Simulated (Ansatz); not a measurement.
`FC1N=CN1` → `N=CN=CF`  (isomerisation)

Isolated molecules relaxed with PBE0-D4/def2-TZVP in Ansatz; ΔE leaves out vibrations. CBS: MP2 limit from def2 TZ/QZ plus the TZ coupled-cluster correction, frozen cores. Functionals use def2-TZVPP. HSE06 is defined as in plane-wave codes. Each species was taken in one conformer, which may not be the lowest.

`FC1N=CN1`:

```xyz
8

F     0.541    1.127   -1.402
C     0.716    0.271   -0.372
N     0.305    0.799    0.934
C    -0.610   -0.103    0.903
N    -0.321   -0.778   -0.286
H     1.735   -0.119   -0.401
H    -1.355   -0.364    1.651
H    -1.011   -0.834   -1.025
```

`N=CN=CF`:

Z-matrix (Å, degrees):
```
C
N 1 1.406
N 1 1.260 2 122.7
H 1 1.091 2 118.1 3 179.9
C 2 1.248 1 121.0 3 177.6
H 3 1.022 1 109.4 2 -0.0
F 5 1.336 2 125.3 1 -0.2
H 5 1.086 2 123.6 1 179.8
```

Task: Is it downhill or uphill in electronic energy at CCSD(T)/CBS, and by how much? (An estimate is asked.)

Result: Ansatz gave: Downhill: ΔE = -60.5 kJ/mol.

Task: What do these levels give: PBE-D4, BLYP-D4, r2SCAN-D4, HSE06-D4, ωB97X-V, PBE-QIDH, revPBE, BHLYP, CCSD(T)/def2-SVP, HF/def2-TZVPP, HF/CBS(def2), CCSD/CBS(def2)? (Estimate.)

Result: The calculation gave: PBE-D4 -64.1, BLYP-D4 -90.0, r2SCAN-D4 -67.5, HSE06-D4 -53.5, ωB97X-V -50.8, PBE-QIDH -48.1, revPBE -70.2, BHLYP -70.4, CCSD(T)/def2-SVP -70.6, HF/def2-TZVPP -74.1, HF/CBS(def2) -73.5, CCSD/CBS(def2) -58.8 kJ/mol.

Largest T1 diagnostic among the species: 0.014.

Leaving LDA and LC-ωPBE aside and taking each functional with its dispersion term where it has one, the values spread over 41.9 kJ/mol, from BLYP-D4 to PBE-QIDH. LDA lies +20.7 kJ/mol from PBE without D4. In def2-TZVPP, CCSD(T) changes the Hartree–Fock value by +10.3 kJ/mol (the triples alone add −1.6 kJ/mol) and MP2 by +16.9 kJ/mol.
